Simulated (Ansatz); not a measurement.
Results of r²SCAN-D4 (Ansatz, a first-principles code, PAW) for CaB6-type LaB6.

Run with plane-wave cutoff 560 eV, 14×14×14 k mesh, Fermi–Dirac smearing 0.05 eV, scalar-relativistic PAW data made under PBE.

Energies at three volumes about the minimum:

| V (Å³/atom) | E − E_lowest (meV/atom) |
|---|---|
| 9.933 | 2.38 |
| 10.136 | 0.00 |
| 10.339 | 2.24 |

Problem. Fit a parabola by hand: where is the minimum, what lattice constant follows, and what is the bulk modulus?

Solution. Slopes: (0.00 − 2.38)/(10.136 − 9.933) = -11.724 and (2.24 − 0.00)/(10.339 − 10.136) = 11.034 meV/Å³. Curvature E″ = 2 × (11.034 − (-11.724))/(10.339 − 9.933) = 112.108 meV/Å⁶. From the middle of the first interval, the slope vanishes at V0 = 10.0345 − (-11.724)/112.108 = 10.139 Å³/atom. B = V0 E″ = 10.139 × 112.108 meV/Å³ × 0.1602 GPa per meV/Å³ = 182 GPa. With 7 atoms in the cube, a = (7 × 10.139)^(1/3) = 4.140 Å. The full Birch–Murnaghan fit to all volumes gives V0 = 10.136 Å³/atom and B0 = 183 GPa.

Shape and atoms are relaxed at each volume.

Measured, for comparison: bulk modulus 164 ± 2 GPa (room temperature, not corrected to a static lattice, isothermal; as tabulated in LaB6 under pressure, Phys. Rev. B 80, 172104 (doi 10.1103/PhysRevB.80.172104)); lattice constant a 4.157 Å (296 K, not corrected to a static lattice; as tabulated in Tsubota and Kitagawa (2017), doi:10.1038/s41598-017-15766-y). Computed (rounded) less measured: bulk modulus +12 %.

Note: the bulk modulus comes from volumes at which shape and atoms were relaxed.
